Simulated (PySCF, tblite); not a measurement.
**C3H4Cl2O: a rotation path, then NMR shifts on frames**

How do NMR shifts of C3H4Cl2O (`ClC(Cl)[C@H]1CO1`) change as the atoms move?

The runs use tblite 0.8.0 and PySCF 2.14.0, with density-fitted response routines of our own; the level of theory stands in each step. All values are computed, except where a source is named. Atoms are numbered from 0 throughout.

### Step 1. The starting structure

10 atoms, charge 0, multiplicity 1; geometry from: GFN2-xTB.

Bonds of the start (Å): Cl0–C1 1.78, C1–Cl2 1.77, C1–C3 1.51, C3–C4 1.46, C4–O5 1.40, O5–C3 1.39, C1–H6 1.09, C3–H7 1.09, C4–H8 1.08, C4–H9 1.08.

### Step 2. The rotation path with GFN2-xTB

What the job is given:

```
{"job": {"kind": "neb", "xc": "GFN2-xTB", "basis": "xTB", "atoms": [0, 1, 3, 5], "turn": 120}, "charge": 0, "multiplicity": 1}
Cl    -1.802729    -1.639019    -0.159033
C     -1.222580     0.044491    -0.097179
Cl    -1.163651     0.724298    -1.731635
C      0.128699     0.058309     0.582013
C      1.386822    -0.041485    -0.159743
O      0.945312     1.164867     0.395510
H     -1.957642     0.620977     0.469928
H      0.086203    -0.331652     1.597563
H      2.245536    -0.495763     0.320586
H      1.362914    -0.100369    -1.240538
```

Method: GFN2-xTB climbing-image nudged elastic band, gas phase.

Launch:

```console
> OMP_NUM_THREADS=1 python probes_run.py task.json out
```

One launch serves the whole session: the jobs run in the order shown.

The program printed:

```text
image   E - E0 / eV
  0       0.0000
  1       0.0060
  2       0.0193
  3       0.0308
  4       0.0310
  5       0.0170
  6      -0.0069
  7      -0.0327
  8      -0.0495
```

Run time: 3.4 s. Hardware: 1 thread of Arm Neoverse N1, shared host; peak memory 0.18 GiB.

The final band, with the dihedral Cl0–C1–C3–O5:

| image | dihedral (°) | energy (eV) | energy (kcal/mol) |
| --- | --- | --- | --- |
| 0 | 161 | 0.000 | 0.0 |
| 1 | 173 | 0.006 | 0.1 |
| 2 | 186 | 0.019 | 0.4 |
| 3 | 199 | 0.031 | 0.7 |
| 4 | 211 | 0.031 | 0.7 |
| 5 | 224 | 0.017 | 0.4 |
| 6 | 236 | -0.007 | -0.2 |
| 7 | 250 | -0.033 | -0.8 |
| 8 | 267 | -0.049 | -1.1 |

### Step 3. Shielding tensors: image 0, PBE0/pcSseg-1

What the job is given:

```
{"job": {"kind": "nmr", "xc": "PBE0", "basis": "pcSseg-1", "pop": false}, "charge": 0, "multiplicity": 1}
Cl    -1.802700    -1.639000    -0.159000
C     -1.222600     0.044500    -0.097200
Cl    -1.163700     0.724300    -1.731600
C      0.128700     0.058300     0.582000
C      1.386800    -0.041500    -0.159700
O      0.945300     1.164900     0.395500
H     -1.957600     0.621000     0.469900
H      0.086200    -0.331700     1.597600
H      2.245500    -0.495800     0.320600
H      1.362900    -0.100400    -1.240500
```

Level: GIAO PBE0/pcSseg-1 NMR shielding, non-relativistic, gas phase.

The program printed:

```text
coarse grid: 10072 points
cycle   1  E = -1111.5940118847  dE =  9.771e-01  |g| = 6.165e-01  |ddm| = 2.938e+00
cycle   2  E = -1111.4453746172  dE =  1.486e-01  |g| = 1.074e+00  |ddm| = 1.457e+00
cycle   3  E = -1111.6733753727  dE = -2.280e-01  |g| = 5.322e-02  |ddm| = 9.857e-01
cycle   4  E = -1111.6738788130  dE = -5.034e-04  |g| = 2.547e-02  |ddm| = 7.317e-02
cycle   5  E = -1111.6739971237  dE = -1.183e-04  |g| = 8.058e-03  |ddm| = 2.782e-02
cycle   6  E = -1111.6740095265  dE = -1.240e-05  |g| = 2.874e-03  |ddm| = 8.450e-03
cycle   7  E = -1111.6740112785  dE = -1.752e-06  |g| = 5.705e-04  |ddm| = 2.791e-03
final grid: 89816 points
cycle   8  E = -1111.7186919813  dE = -2.846e-05  |g| = 1.011e-02  |ddm| = 1.981e-02
cycle   9  E = -1111.7186649196  dE =  2.706e-05  |g| = 1.555e-02  |ddm| = 1.629e-02
cycle  10  E = -1111.7187098477  dE = -4.493e-05  |g| = 1.532e-03  |ddm| = 1.120e-02
cycle  11  E = -1111.7187102492  dE = -4.015e-07  |g| = 2.859e-04  |ddm| = 1.498e-03
cycle  12  E = -1111.7187102670  dE = -1.785e-08  |g| = 4.912e-05  |ddm| = 2.841e-04
cycle  13  E = -1111.7187102676  dE = -5.389e-10  |g| = 1.085e-05  |ddm| = 6.676e-05
converged SCF energy = -1111.7187102676

GIAO shielding tensors (ppm)
atom      isotropic    diamagn.    paramagn.     s11        s22        s33       span
  0 Cl     699.174    1145.387    -446.213    430.353    636.289   1030.881    600.528
  1 C      100.690     243.848    -143.159     59.589    117.345    125.136     65.548
  2 Cl     744.267    1145.710    -401.443    482.750    715.576   1034.474    551.724
  3 C      134.562     247.304    -112.742     77.793    140.693    185.198    107.405
  4 C      146.292     249.507    -103.215     95.241    161.790    181.845     86.604
  5 O      300.837     393.827     -92.990    143.236    349.801    409.475    266.239
  6 H       25.452      27.603      -2.151     21.622     24.532     30.201      8.579
  7 H       28.721      28.981      -0.259     21.625     27.592     36.947     15.322
  8 H       29.127      28.400       0.727     23.654     25.551     38.175     14.521
  9 H       28.705      28.783      -0.078     22.442     29.595     34.077     11.635
```

Wall time 16 s (1 thread of Arm Neoverse N1, shared host); peak memory 0.66 GiB.

Shifts follow as δ = σ(reference) − σ, with reference shieldings (ppm) from runs at the same level and on the same kind of geometry: ¹H TMS 31.72, ¹³C TMS 186.9, ¹⁷O H2O 336.1, ³⁵Cl HCl 950. The references are single molecules in the gas phase, so shifts against H2O, NH3, PH3, H3PO4 or CFCl3 are not on the usual liquid scales and can be off by tens of ppm. Each atom is listed at this fixed geometry, with no averaging over motion; a spectrum would average atoms that exchange fast.

| atoms | environment | σ (ppm) | δ (ppm) |
| --- | --- | --- | --- |
| C1 | sp3 CH bonded to 2 Cl | 100.7 | 86.2 |
| C3 | epoxide ring carbon | 134.6 | 52.4 |
| C4 | epoxide ring carbon | 146.3 | 40.6 |
| H6 | hydrogen on an sp3 CH bonded to 2 Cl | 25.45 | 6.27 |
| H9 | hydrogen on an epoxide ring carbon | 28.70 | 3.01 |
| H7 | hydrogen on an epoxide ring carbon | 28.72 | 3.00 |
| H8 | hydrogen on an epoxide ring carbon | 29.13 | 2.59 |
| Cl0 | chlorine bonded to C | 699 | 251 |
| Cl2 | chlorine bonded to C | 744 | 206 |
| O5 | ether oxygen | 300.8 | 35.2 |

Ring of atoms C3, C4, O5: NICS(0) -47.4, NICS(1) -7.1, NICS(1)zz -25.0 ppm (means of both faces).

In rings of three or four atoms NICS is ruled by the nearby σ bonds, so it says little on aromaticity.

### Step 4. Shielding tensors: image 2, PBE0/pcSseg-1

What the job is given:

```
{"job": {"kind": "nmr", "xc": "PBE0", "basis": "pcSseg-1", "pop": false}, "charge": 0, "multiplicity": 1}
Cl    -2.061800    -1.520500     0.104000
C     -1.220100     0.029800    -0.119700
Cl    -1.127600     0.399700    -1.852100
C      0.136200    -0.045100     0.555300
C      1.412000     0.060200    -0.156900
O      0.896500     1.117100     0.602400
H     -1.837200     0.806400     0.339400
H      0.110100    -0.620000     1.479900
H      2.285800    -0.434500     0.254200
H      1.415100     0.211500    -1.229000
```

Level: GIAO PBE0/pcSseg-1 NMR shielding, non-relativistic, gas phase.

The program printed:

```text
coarse grid: 10072 points
cycle   1  E = -1111.5924765447  dE =  9.705e-01  |g| = 6.181e-01  |ddm| = 2.949e+00
cycle   2  E = -1111.4427696573  dE =  1.497e-01  |g| = 1.077e+00  |ddm| = 1.395e+00
cycle   3  E = -1111.6717898831  dE = -2.290e-01  |g| = 5.342e-02  |ddm| = 9.410e-01
cycle   4  E = -1111.6722920728  dE = -5.022e-04  |g| = 2.584e-02  |ddm| = 7.337e-02
cycle   5  E = -1111.6724128816  dE = -1.208e-04  |g| = 8.335e-03  |ddm| = 2.800e-02
cycle   6  E = -1111.6724264054  dE = -1.352e-05  |g| = 2.855e-03  |ddm| = 8.862e-03
cycle   7  E = -1111.6724281315  dE = -1.726e-06  |g| = 5.808e-04  |ddm| = 2.818e-03
final grid: 89816 points
cycle   8  E = -1111.7170343701  dE = -2.635e-05  |g| = 1.045e-02  |ddm| = 2.040e-02
cycle   9  E = -1111.7170044223  dE =  2.995e-05  |g| = 1.627e-02  |ddm| = 1.658e-02
cycle  10  E = -1111.7170533533  dE = -4.893e-05  |g| = 1.473e-03  |ddm| = 1.130e-02
cycle  11  E = -1111.7170537214  dE = -3.682e-07  |g| = 2.735e-04  |ddm| = 1.392e-03
cycle  12  E = -1111.7170537377  dE = -1.631e-08  |g| = 4.801e-05  |ddm| = 2.662e-04
cycle  13  E = -1111.7170537383  dE = -5.252e-10  |g| = 1.134e-05  |ddm| = 6.433e-05
converged SCF energy = -1111.7170537383

GIAO shielding tensors (ppm)
atom      isotropic    diamagn.    paramagn.     s11        s22        s33       span
  0 Cl     692.748    1145.235    -452.487    386.069    663.847   1028.329    642.259
  1 C      102.411     242.587    -140.176     62.620    119.985    124.627     62.007
  2 Cl     716.844    1145.706    -428.861    484.988    648.041   1017.504    532.516
  3 C      131.182     247.388    -116.206     78.141    128.974    186.431    108.290
  4 C      142.083     249.340    -107.257     93.375    153.391    179.482     86.107
  5 O      306.121     394.099     -87.978    139.164    359.439    419.761    280.598
  6 H       25.535      27.275      -1.739     22.054     24.603     29.949      7.894
  7 H       28.596      28.950      -0.354     20.842     28.698     36.248     15.405
  8 H       28.974      28.350       0.624     23.603     25.516     37.803     14.199
  9 H       28.463      28.835      -0.372     22.160     29.171     34.057     11.897
```

Wall time 16 s (1 thread of Arm Neoverse N1, shared host); peak memory 0.73 GiB.

In short: δ C1 84.5, C3 55.7, C4 44.8, Cl0 257, H6 6.18, H9 3.25 ppm.

### Step 5. Shielding tensors: image 4, PBE0/pcSseg-1

What the job is given:

```
{"job": {"kind": "nmr", "xc": "PBE0", "basis": "pcSseg-1", "pop": false}, "charge": 0, "multiplicity": 1}
Cl    -2.287400    -1.304200     0.351000
C     -1.207400     0.013800    -0.144300
Cl    -1.103500     0.024400    -1.921200
C      0.146000    -0.149700     0.527900
C      1.413700     0.169600    -0.136600
O      0.845300     1.017200     0.818700
H     -1.675500     0.955300     0.153700
H      0.159400    -0.901500     1.313900
H      2.313200    -0.354000     0.170800
H      1.405100     0.533700    -1.156400
```

Method: GIAO PBE0/pcSseg-1 NMR shielding, non-relativistic, gas phase.

The program printed:

```text
coarse grid: 10072 points
cycle   1  E = -1111.5892257377  dE =  9.665e-01  |g| = 6.202e-01  |ddm| = 2.965e+00
cycle   2  E = -1111.4390876661  dE =  1.501e-01  |g| = 1.079e+00  |ddm| = 1.365e+00
cycle   3  E = -1111.6689431036  dE = -2.299e-01  |g| = 5.293e-02  |ddm| = 9.150e-01
cycle   4  E = -1111.6694377639  dE = -4.947e-04  |g| = 2.545e-02  |ddm| = 7.258e-02
cycle   5  E = -1111.6695543104  dE = -1.165e-04  |g| = 8.195e-03  |ddm| = 2.704e-02
cycle   6  E = -1111.6695674068  dE = -1.310e-05  |g| = 2.790e-03  |ddm| = 8.762e-03
cycle   7  E = -1111.6695690530  dE = -1.646e-06  |g| = 5.840e-04  |ddm| = 2.815e-03
final grid: 89816 points
cycle   8  E = -1111.7140623557  dE = -2.854e-05  |g| = 1.005e-02  |ddm| = 2.172e-02
cycle   9  E = -1111.7140353282  dE =  2.703e-05  |g| = 1.550e-02  |ddm| = 1.593e-02
cycle  10  E = -1111.7140799456  dE = -4.462e-05  |g| = 1.489e-03  |ddm| = 1.070e-02
cycle  11  E = -1111.7140803180  dE = -3.724e-07  |g| = 2.701e-04  |ddm| = 1.361e-03
cycle  12  E = -1111.7140803338  dE = -1.582e-08  |g| = 4.920e-05  |ddm| = 2.591e-04
cycle  13  E = -1111.7140803343  dE = -5.348e-10  |g| = 1.167e-05  |ddm| = 6.586e-05
converged SCF energy = -1111.7140803343

GIAO shielding tensors (ppm)
atom      isotropic    diamagn.    paramagn.     s11        s22        s33       span
  0 Cl     671.080    1145.074    -473.994    354.830    649.629   1008.782    653.952
  1 C      101.821     241.943    -140.122     64.941    119.220    121.302     56.361
  2 Cl     669.935    1145.655    -475.719    388.440    617.289   1004.076    615.636
  3 C      127.109     247.741    -120.632     80.718    111.798    188.810    108.091
  4 C      137.500     249.431    -111.930     92.129    141.921    178.451     86.322
  5 O      293.763     394.216    -100.452    108.952    352.706    419.631    310.679
  6 H       25.706      27.150      -1.444     22.705     24.726     29.688      6.983
  7 H       28.467      28.968      -0.501     20.808     29.141     35.453     14.645
  8 H       28.905      28.434       0.470     23.661     25.633     37.420     13.759
  9 H       28.666      28.972      -0.306     23.257     28.566     34.174     10.917
```

Run time: 16 s. Hardware: 1 thread of Arm Neoverse N1, shared host; peak memory 0.73 GiB.

This run: δ C1 85.1, C3 59.8, C4 49.4, Cl2 280, H6 6.01, H7 3.25 ppm.

### Step 6. Nuclear shieldings: image 6, PBE0/pcSseg-1

What the job is given:

```
{"job": {"kind": "nmr", "xc": "PBE0", "basis": "pcSseg-1", "pop": false}, "charge": 0, "multiplicity": 1}
Cl    -2.435800    -1.010800     0.574400
C     -1.187200    -0.000600    -0.176000
Cl    -1.123100    -0.361000    -1.920900
C      0.154600    -0.244600     0.485100
C      1.398100     0.274800    -0.096100
O      0.796300     0.869800     1.015100
H     -1.492800     1.042700    -0.067400
H      0.211200    -1.148000     1.086400
H      2.324500    -0.255600     0.097800
H      1.363200     0.837900    -1.021000
```

Method: GIAO PBE0/pcSseg-1 NMR shielding, non-relativistic, gas phase.

The program printed:

```text
coarse grid: 10072 points
cycle   1  E = -1111.5907278761  dE =  9.662e-01  |g| = 6.181e-01  |ddm| = 2.955e+00
cycle   2  E = -1111.4457554252  dE =  1.450e-01  |g| = 1.067e+00  |ddm| = 1.327e+00
cycle   3  E = -1111.6699570121  dE = -2.242e-01  |g| = 5.251e-02  |ddm| = 8.772e-01
cycle   4  E = -1111.6704515671  dE = -4.946e-04  |g| = 2.455e-02  |ddm| = 7.157e-02
cycle   5  E = -1111.6705604164  dE = -1.088e-04  |g| = 7.790e-03  |ddm| = 2.602e-02
cycle   6  E = -1111.6705721207  dE = -1.170e-05  |g| = 2.709e-03  |ddm| = 8.186e-03
cycle   7  E = -1111.6705736689  dE = -1.548e-06  |g| = 5.801e-04  |ddm| = 2.712e-03
final grid: 89816 points
cycle   8  E = -1111.7148426073  dE = -2.791e-05  |g| = 1.025e-02  |ddm| = 2.193e-02
cycle   9  E = -1111.7148146692  dE =  2.794e-05  |g| = 1.580e-02  |ddm| = 1.582e-02
cycle  10  E = -1111.7148608453  dE = -4.618e-05  |g| = 1.486e-03  |ddm| = 1.065e-02
cycle  11  E = -1111.7148612171  dE = -3.718e-07  |g| = 2.616e-04  |ddm| = 1.308e-03
cycle  12  E = -1111.7148612320  dE = -1.483e-08  |g| = 5.112e-05  |ddm| = 2.429e-04
cycle  13  E = -1111.7148612326  dE = -5.880e-10  |g| = 1.315e-05  |ddm| = 6.532e-05
converged SCF energy = -1111.7148612326

GIAO shielding tensors (ppm)
atom      isotropic    diamagn.    paramagn.     s11        s22        s33       span
  0 Cl     665.971    1144.936    -478.964    378.472    618.180   1001.262    622.790
  1 C       99.769     242.127    -142.358     64.919    115.029    119.359     54.439
  2 Cl     650.974    1145.524    -494.551    299.109    645.964   1007.849    708.740
  3 C      125.990     247.830    -121.840     82.837    107.054    188.081    105.244
  4 C      139.035     249.727    -110.692     93.401    144.275    179.430     86.029
  5 O      283.917     394.246    -110.329    111.286    333.363    407.101    295.816
  6 H       26.019      27.316      -1.298     23.440     25.031     29.585      6.145
  7 H       28.446      28.972      -0.526     21.834     28.709     34.794     12.959
  8 H       28.978      28.557       0.421     23.821     25.796     37.317     13.495
  9 H       29.035      29.164      -0.130     24.457     28.008     34.639     10.183
```

Run time: 16 s. Hardware: 1 thread of Arm Neoverse N1, shared host; peak memory 0.73 GiB.

Key values: δ C1 87.2, C3 60.9, C4 47.9, Cl2 299, H6 5.70, H7 3.27 ppm.

### Step 7. Shielding tensors: image 8, PBE0/pcSseg-1

What the job is given:

```
{"job": {"kind": "nmr", "xc": "PBE0", "basis": "pcSseg-1", "pop": false}, "charge": 0, "multiplicity": 1}
Cl    -2.486800    -0.590200     0.792000
C     -1.155100    -0.018200    -0.233400
Cl    -1.255300    -0.800400    -1.829400
C      0.172100    -0.344400     0.400100
C      1.375800     0.382600    -0.015300
O      0.741700     0.637000     1.202800
H     -1.280200     1.057700    -0.373900
H      0.267000    -1.367100     0.754800
H      2.336800    -0.113600     0.043700
H      1.293000     1.161300    -0.763900
```

Level: GIAO PBE0/pcSseg-1 NMR shielding, non-relativistic, gas phase.

The program printed:

```text
coarse grid: 10072 points
cycle   1  E = -1111.5959060579  dE =  9.701e-01  |g| = 6.147e-01  |ddm| = 2.933e+00
cycle   2  E = -1111.4539178873  dE =  1.420e-01  |g| = 1.059e+00  |ddm| = 1.343e+00
cycle   3  E = -1111.6743418789  dE = -2.204e-01  |g| = 5.381e-02  |ddm| = 8.889e-01
cycle   4  E = -1111.6748605801  dE = -5.187e-04  |g| = 2.506e-02  |ddm| = 7.322e-02
cycle   5  E = -1111.6749726922  dE = -1.121e-04  |g| = 8.197e-03  |ddm| = 2.715e-02
cycle   6  E = -1111.6749858805  dE = -1.319e-05  |g| = 2.735e-03  |ddm| = 8.492e-03
cycle   7  E = -1111.6749874507  dE = -1.570e-06  |g| = 5.973e-04  |ddm| = 2.707e-03
final grid: 89816 points
cycle   8  E = -1111.7194792530  dE = -2.901e-05  |g| = 1.023e-02  |ddm| = 2.125e-02
cycle   9  E = -1111.7194510154  dE =  2.824e-05  |g| = 1.584e-02  |ddm| = 1.595e-02
cycle  10  E = -1111.7194976164  dE = -4.660e-05  |g| = 1.471e-03  |ddm| = 1.089e-02
cycle  11  E = -1111.7194979838  dE = -3.675e-07  |g| = 2.690e-04  |ddm| = 1.353e-03
cycle  12  E = -1111.7194979994  dE = -1.562e-08  |g| = 5.136e-05  |ddm| = 2.564e-04
cycle  13  E = -1111.7194980000  dE = -5.953e-10  |g| = 1.159e-05  |ddm| = 6.775e-05
converged SCF energy = -1111.7194980000

GIAO shielding tensors (ppm)
atom      isotropic    diamagn.    paramagn.     s11        s22        s33       span
  0 Cl     671.313    1144.958    -473.645    405.465    600.006   1008.466    603.001
  1 C       98.418     242.704    -144.287     63.057    112.904    119.293     56.236
  2 Cl     679.346    1145.340    -465.995    348.979    666.440   1022.617    673.638
  3 C      129.347     247.740    -118.392     81.405    123.290    183.348    101.943
  4 C      141.363     249.980    -108.617     96.561    150.074    177.455     80.894
  5 O      295.129     394.108     -98.979    148.826    333.513    403.049    254.223
  6 H       26.540      27.687      -1.147     23.929     25.760     29.933      6.004
  7 H       28.649      28.899      -0.251     22.947     27.974     35.024     12.077
  8 H       28.984      28.598       0.387     23.909     25.725     37.319     13.411
  9 H       29.300      29.352      -0.053     24.786     27.631     35.481     10.695
```

It took 16 s on 1 thread of Arm Neoverse N1, shared host; peak memory 0.73 GiB.

Key values: δ C1 88.5, C3 57.6, C4 45.6, Cl0 278, H6 5.18, H7 3.07 ppm.

### Step 8. Side by side: NMR shifts

Shifts (ppm) of some atoms, chosen among heavy atoms and hydrogens apart, with basis size and wall time:

| frame | C3 | C4 | H6 | H9 | Cl0 | Cl2 | O5 | functions | time |
| --- | --- | --- | --- | --- | --- | --- | --- | --- | --- |
| image 0 | 52.4 | 40.6 | 6.27 | 3.01 | 251 | 206 | 35.2 | 136 | 16 s |
| image 2 | 55.7 | 44.8 | 6.18 | 3.25 | 257 | 233 | 30.0 | 136 | 16 s |
| image 4 | 59.8 | 49.4 | 6.01 | 3.05 | 279 | 280 | 42.3 | 136 | 16 s |
| image 6 | 60.9 | 47.9 | 5.70 | 2.68 | 284 | 299 | 52.2 | 136 | 16 s |
| image 8 | 57.6 | 45.6 | 5.18 | 2.42 | 278 | 270 | 41.0 | 136 | 16 s |

### Step 9. Outcome

| quantity | value |
| --- | --- |
| lowest and highest image | -0.049 and 0.031 eV |
| ¹³C shifts against TMS (PBE0/pcSseg-1, image 0) | 86.2, 52.4, 40.6 ppm |
| ¹H shifts against TMS (PBE0/pcSseg-1, image 0) | 6.27, 3.01, 3.00, 2.59 ppm |
| ³⁵Cl shifts against HCl (PBE0/pcSseg-1, image 0) | 251, 206 ppm |
| ¹⁷O shifts against H2O (PBE0/pcSseg-1, image 0) | 35.2 ppm |
| range of the shift of Cl2 | 206 to 299 ppm |

**Reading.** The band dips 1.1 kcal/mol below its start, so the start is not the lowest point of the turn; from the lowest image the climb to the highest is 1.9 kcal/mol (GFN2-xTB, rough). C1 stands next to heavy halogen, whose spin-orbit shielding this run leaves out, so the computed shift lies too far downfield, most of all for carbon beside Br or I. Shifts at one fixed geometry are not the observed spectrum, which averages over the motion. In the first frame run (image 0): Shielding is most anisotropic at Cl0 (span 601 ppm, paramagnetic term -446 ppm). In ppm, Cl2 moves most: its shift spreads over 93 ppm, from 206 (image 0) to 299 (image 6).
